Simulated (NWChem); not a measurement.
## Total energies of O₂ (+1)

```
O
O 1 1.1070
```
Charge +1, spin multiplicity 2.

Everything below was run with NWChem. The geometry was optimised at UB3LYP/def2-SVP, a minimum by its harmonic frequencies.

Basis set: cc-pVQZ (110 functions).

| method | total energy (Ha) | relative cost |
|---|---|---|
| UHF | -149.24108 | 1 |
| UMP2 | -149.72430 | under 3 |
| UB2PLYP | -149.86598 | under 3 |
| UPBE | -149.80480 | under 3 |
| UB3LYP | -149.93488 | under 3 |
| UM06-2X | -149.87616 | under 3 |

Total energies of different functionals aren't comparable as a measure of quality: only differences taken within one method are. Relative cost: rough, from shared machines, SCF included, UHF = 1.

The correlated methods keep 2 core orbitals frozen. B3LYP has NWChem's definition, with VWN1-RPA local correlation. The structure started from a generated list of species. The unpaired electrons of the parent sit in orbitals of symmetry b3g (D2h labels of the run); other states weren't searched. The stability of the SCF solutions was not checked. Open-shell Hartree-Fock references start from PBE0 orbitals; any time given for them includes that run.
